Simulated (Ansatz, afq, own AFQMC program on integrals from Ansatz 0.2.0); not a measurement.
**MgSe⁺, doublet: AFQMC among the cluster methods**

```xyz
2

Se    0.0000    0.0000    0.0000
Mg    0.0000    0.0000    2.3695
```

Basis 6-31G. Only valence electrons are correlated. Integrals, coupled cluster, full CI and functionals: Ansatz 0.2.0; the random walks run on the same integrals in our own AFQMC program. ph-AFQMC/CISD is guided by a CISD state made of CCSD amplitudes; releasing the constraint for a short imaginary time cuts its bias at the price of noise, slowly where states lie close. Free AFQMC starts from the CCSD state and is never constrained. Its projection time is finite, and what remains of the start isn't in its error. Uncertainties: one standard error, sampling alone. No spin–orbit coupling.

Determinant: UHF, the one that the program's search chose, which needn't be the lowest solution. The geometry is a PBE0/def2-TZVP stationary point of this or a neighbouring charge and spin state.

Full CI on the same integrals is exact in this basis and with this determinant's frozen core.

Cautions: no relativity below Rb; no spin-orbit coupling; inner d shell frozen; unrestricted determinant slightly spin contaminated (⟨S²⟩ 0.83 against 0.75); the ph-AFQMC/HF walk drifts between its halves (2.0 errors).

* T1 diagnostic: 0.0392
* weight of the determinant in the CISD state: 0.923
* ⟨S²⟩ of the determinant: 0.827
* size of the correlated space: 7 electrons in 23 orbitals

| level | correlation energy (eV) |
| --- | --- |
| MP2 | -1.1801 |
| CCSD | -1.4924 |
| CCSD(T) | -1.5443 |

(1) Estimate where free-projection AFQMC lies against CCSD(T) on the same integrals.

(1) 0.07 ± 0.27 mEh below CCSD(T). The gap is under twice the noise, so this walk alone can't tell the two apart.

Reference: full CI, correlation energy -1.560 eV. The released energy is read at 2.40 1/Eh (meV from the phaseless value at times in 1/Eh: -12 ± 6 at 0.24, -18 ± 5 at 0.51, -14 ± 4 at 0.99, -10 ± 6 at 1.62, -12 ± 5 at 2.40).

| level | E − E(reference) (mEh) | share of correlation (%) |
| --- | --- | --- |
| CCSD(T) | 0.58 | 98.99 |
| CCSDT | -0.04 | 100.08 |
| CCSDT(Q) | -0.11 | 100.19 |
| ph-AFQMC/HF | -1.75 ± 1.16 | 103.05 |
| ph-AFQMC/CISD | 0.33 ± 0.19 | 99.42 |
| released AFQMC | -0.09 ± 0.20 | 100.16 |
| free AFQMC | 0.51 ± 0.27 | 99.11 |

CCSDT and higher add their correlation energy to the determinant of the CCSD(T) run, since their own runs factorise the integrals more tightly (a shift of under 2 meV). Free projections are given only where their last times agree within the noise and don't stop above the reference; a slow remainder of the start can still hide under it. Released energies are given only where the last usable release times agree within the noise; a slower fall can still hide under it.
